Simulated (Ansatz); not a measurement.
# C4H5F: one species, many methods

An exercise on one series of results from a longer session: the logs are not shown, and one member is left open.

Program: Ansatz 0.2.0, Gaussian basis. Level of theory: functionals in def2-TZVPP, the program's frozen cores in correlated methods. These are calculated values, not measurements.

The runs, in order: LDA (SPW92), PBE-D4, revPBE-D4, BLYP-D4, r2SCAN-D4, B97M-V, PBE0-D4, B3LYP-D4, r2SCANh-D4, r2SCAN0-D4, HSE06-D4, BHLYP-D4, CAM-B3LYP-D4, LC-ωPBE, ωB97X-V, ωB97M-V, B2PLYP, PBE-QIDH; CCSD(T)/def2-SVP; CCSD(T)/def2-TZVPP; MP2/def2-QZVPP; extrapolation to the limit; RPA on PBE.

## Structure used throughout

The geometry comes from an earlier relaxation with PBE0-D4 in a triple-zeta def2 set; it is a stationary point, not always the lowest conformer.

SMILES `FCC1=CC1`, 10 atoms, charge 0, spin multiplicity 1.

Atoms are counted from 1 here; the program's logs count them from 0.

Bond lengths: F1–C2 1.377 Å, C2–C3 1.461 Å, C2–H6 1.097 Å, C2–H7 1.097 Å, C3–C4 1.288 Å, C3–C5 1.498 Å, C4–C5 1.497 Å, C4–H8 1.076 Å, C5–H9 1.091 Å, C5–H10 1.091 Å. Angles: F1–C2–C3 111.9°, F1–C2–H6 108.3°, F1–C2–H7 108.3°, C3–C2–H6 110.1°, C3–C2–H7 110.1°, H6–C2–H7 107.9°, C2–C3–C4 152.5°, C2–C3–C5 143.0°, C4–C3–C5 64.5°, C3–C4–C5 64.6°, C3–C4–H8 149.4°, C5–C4–H8 146.0°, C3–C5–C4 50.9°, C3–C5–H9 119.4°, C3–C5–H10 119.4°, C4–C5–H9 119.8°, C4–C5–H10 119.8°, H9–C5–H10 113.6°.

Geometry (Å):

```xyz
10
C4H5F
F    -1.9738   -0.3574   -1.3470
C    -0.9738    0.5011   -0.9465
C    -0.0604   -0.1318    0.0016
C     0.3392   -1.1302    0.7096
C     1.1669    0.1113    0.8259
H    -1.4385    1.3838   -0.4911
H    -0.4243    0.8301   -1.8366
H     0.2110   -2.1493    1.0287
H     1.0963    0.7288    1.7230
H     2.1405    0.1625    0.3351
```

The first run:

in.yaml

```yaml
crystal:
  periodic: [false, false, false]
  atoms:
    - {symbol: F, position_ang: [-1.973836, -0.357416, -1.346975]}
    - {symbol: C, position_ang: [-0.973817, 0.501079, -0.946501]}
    - {symbol: C, position_ang: [-0.060393, -0.131784, 0.001639]}
    - {symbol: C, position_ang: [0.339182, -1.130219, 0.709590]}
    - {symbol: C, position_ang: [1.166940, 0.111287, 0.825872]}
    - {symbol: H, position_ang: [-1.438459, 1.383752, -0.491068]}
    - {symbol: H, position_ang: [-0.424327, 0.830081, -1.836614]}
    - {symbol: H, position_ang: [0.211015, -2.149289, 1.028697]}
    - {symbol: H, position_ang: [1.096318, 0.728796, 1.723037]}
    - {symbol: H, position_ang: [2.140477, 0.162515, 0.335124]}
basis:
  gaussian: {orbitals: def2-TZVPP}
hamiltonian: {xc: lda}
output: {orbitals: {seedname: orbitals}}
```

Started as:

```console
ansatz run in.yaml --threads 2 --pin off --events-out ev --progress --plain --max-ram 4352MiB
```

Among the steps run: LDA; PBE-D4 (GGA); revPBE-D4 (GGA); BLYP-D4 (GGA); r2SCAN-D4 (meta-GGA); B97M-V (meta-GGA); PBE0-D4 (hybrid); B3LYP-D4 (hybrid); r2SCANh-D4 (hybrid); r2SCAN0-D4 (hybrid); HSE06-D4 (hybrid); BHLYP-D4 (hybrid); CAM-B3LYP-D4 (range-separated); LC-ωPBE (range-separated); ωB97X-V (range-separated); ωB97M-V (range-separated); B2PLYP (double hybrid); PBE-QIDH (double hybrid).

One table of the session follows, with a row left open; its other results are not shown here.

It belongs to the step «Frontier levels by functional». 

| functional | HOMO (eV) | gap (eV) |
| --- | --- | --- |
| LDA (SPW92) | -6.16 | 5.03 |
| PBE-D4 | -6.04 | 5.15 |
| revPBE-D4 | -5.99 | 5.19 |
| BLYP-D4 | ? | ? |
| r2SCAN-D4 | -6.21 | 5.58 |
| B97M-V | -6.23 | 5.69 |
| PBE0-D4 | -7.19 | 7.36 |
| B3LYP-D4 | -6.99 | 6.91 |
| r2SCANh-D4 | -6.64 | 6.40 |
| r2SCAN0-D4 | -7.30 | 7.63 |
| HSE06-D4 | -6.79 | 6.57 |
| BHLYP-D4 | -8.22 | 9.51 |
| CAM-B3LYP-D4 | -8.54 | 9.86 |
| LC-ωPBE | -9.91 | 12.45 |
| ωB97X-V | -9.52 | 11.98 |
| ωB97M-V | -9.42 | 11.73 |

Estimate the missing values for BLYP-D4.

Worked estimate for «HOMO (eV)». Against the share of exact exchange, B3LYP-D4 (0.2, -6.99), BHLYP-D4 (0.5, -8.22) give a slope of -4.10 per unit share; at 0 the line stands at -6.17.

**Answer.** HOMO (eV): -5.92; gap (eV): 5.15. In «HOMO (eV)» the line misses by -0.25.
